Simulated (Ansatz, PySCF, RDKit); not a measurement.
Complex: CH4 (SMILES C) (first 5 atoms) with BH3 (SMILES B); geometry from A24 set.
(charge 0, multiplicity 1):
```xyz
9

C      0.003     0.000     1.380
H      0.848     0.000     0.690
H      0.395     0.000     2.396
H     -0.603    -0.890     1.225
H     -0.603     0.890     1.225
B     -0.006     0.000    -1.599
H      0.585    -1.031    -1.679
H      0.585     1.031    -1.679
H     -1.189     0.000    -1.477
```

Counterpoise-corrected where a basis set is named; no monomer relaxation. Rows marked so take none. RDKit's UFF carries no charges.

Cores are frozen in the correlated methods. Rows in 6-31G* carry no dispersion term and start afresh at each structure (6-31G* with six Cartesian d functions).

Run with Ansatz (Gaussian orbitals); PySCF for 6-31G* rows, the dispersion terms; RDKit for the force fields. Values without a source in brackets are computed.

```csv
level,interaction energy (kcal/mol)
UFF,6.16
HF/aug-cc-pVDZ,1.24
SVWN5/def2-TZVPPD,-4.14
revPBE-D3(BJ)/def2-TZVPPD,-1.61
B3LYP/6-31G* (no counterpoise),-0.27
B3LYP-D3(BJ)/def2-TZVPPD,-1.49
M06-2X/6-31G* (no counterpoise),-2.23
wB97X-V/def2-TZVPPD,?
CCSD(T)/aug-cc-pVTZ,?
```

Task: What belongs in the gaps?

Result: 
- wB97X-V/def2-TZVPPD, interaction energy (kcal/mol): -1.43
- CCSD(T)/aug-cc-pVTZ, interaction energy (kcal/mol): -1.36

Ansatz is an electronic-structure program.
